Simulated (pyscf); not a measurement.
This saddle point was located with ωB97X-D3(BJ)/def2-SVP in PySCF.

```xyz
8

O     -0.4872    -0.4778     0.9580
Ga    -1.1307     0.3334    -0.6433
O     -0.9769    -0.7098    -2.0708
F     -2.4688     1.4459    -0.4520
H     -0.2118    -1.4051     0.9222
H     -1.5424    -0.4661    -2.8118
H      0.3232     0.4417     0.4908
H      0.4196     1.1725    -0.1904
```
Charge 0, spin multiplicity 1.

Surface: singlet, charge 0. Lowest wavenumbers (cm⁻¹): 1322i, 149, 179, 232, 259.

**Question.** What reaction is this the transition state of?

**Answer.** HO–Ga(OH)–F + H₂ ⇌ H₂O + HO–GaH–F, a four-centre exchange read from left to right: Ga–O, H–H broken and H–O, Ga–H formed. At ωB97M-D3(BJ)/def2-TZVP it lies +22.2 kcal/mol from the left side and +17.4 kcal/mol from the right (each side as separated species at their lowest minima found). On the product side the descent ends in an adduct with a Ga–O contact, 18.2 kcal/mol under the separated species and 34.0 kcal/mol under the saddle at ωB97X-D3(BJ)/def2-TZVP. What is counted as broken (Ga–O) persists as a longer contact in the product adduct; parting that adduct is a step of its own. At the saddle there is also a short Ga–H contact that neither side keeps. This is the saddle that the search found; another between the same sides may lie lower. Elements up to Kr have no core potential and no relativistic terms here.
